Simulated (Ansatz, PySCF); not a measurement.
Process, species as SMILES: [BeH] (BeH) → [BeH] (BeH) as singlet, charge +1 + e-
Each molecule is optimised on its own at B3LYP-D3(BJ)/def2-TZVP (Ansatz, a program for electronic structure).

Wanted: adiabatic ionisation energy (0 K, with B3LYP-D3(BJ) harmonic zero-point energies from PySCF), in eV. Correlated levels leave the core frozen unless marked. Open shells are spin-unrestricted. No spin-orbit coupling. No relativistic terms. CBS marks a two-point X^-3 extrapolation of the correlation energy; Hartree-Fock from the larger set.

Measured: 8.21 eV (CCCBDB table in ASE); it holds spin-orbit effects, which all levels lack. This is an older compilation, not checked against later work.

| level | program | adiabatic ionisation energy (eV) | error against measurement |
|---|---|---|---|
| HF/6-31G | Ansatz | 8.09 | -0.12 |
| HF/def2-SVP | Ansatz | 8.14 | -0.07 |
| HF/def2-QZVPPD | Ansatz | 8.16 | -0.05 |
| PBE0-D4/def2-TZVPD | Ansatz + dftd4 | 8.45 | 0.24 |
| PBE0/def2-TZVP | Ansatz | 8.44 | 0.23 |
| SCS-MP2/def2-SVPD | Ansatz | 8.19 | -0.02 |
| CCSD(T)/CBS(def2-TZVPPD,def2-QZVPPD) | Ansatz | 8.30 | 0.09 |
